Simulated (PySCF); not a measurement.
**Magnesium: a sound run and one with changed settings**

Sound run: Mg [Ne] 3s2, Mg+ [Ne] 3s1. Computed with PySCF 2.14 in cc-pVTZ-DK (5s4p2d1f, 34 functions), with the spin-free X2C one-electron Hamiltonian (Gaussian nucleus). In the sound run the correlated levels freeze [Ne]. The sound run starts from symmetry-adapted Hartree-Fock orbitals and uses a fine grid where one is needed.

A second run was set up differently.

| species | method | sound run (hartree) | changed run (hartree) | converged |
| --- | --- | --- | --- | --- |
| Mg | UHF | -199.91960 | -199.91960 | yes |
| Mg | PBE0 | -200.27644 | -200.27644 | yes |
| Mg | B3LYP | -200.40790 | -200.40790 | yes |
| Mg | MP2 | -199.94312 | -199.93088 | yes |
| Mg | CCSD(T) | -199.95329 | -199.95329 | yes |
| Mg+ | UHF | -199.67643 | -199.67643 | yes |
| Mg+ | PBE0 | -199.99888 | -199.99888 | yes |
| Mg+ | B3LYP | -200.12348 | -200.12348 | yes |

Ionisation energy of Mg:

```
 method  sound run (eV)  changed run (eV)
    UHF           6.617             6.617
   PBE0           7.553             7.553
  B3LYP           7.739             7.739
    MP2           7.257             6.924
SCS-MP2           7.385             6.986
   CCSD           7.534             7.534
CCSD(T)           7.534             7.534
  CCSDT           7.534             7.534
    FCI           7.534             7.534
```

(1) What was changed?
A. all electrons correlated in a valence basis
B. radial grid too coarse
C. level shift left on
D. angular grid far too coarse

## Answers

(1) C. It used initial guess minao, at most 50 SCF cycles, level shift 0.5 hartree. A level shift leaves the converged SCF energy unchanged but raises the virtual orbital energies, which shrinks MP2 if it is not removed.
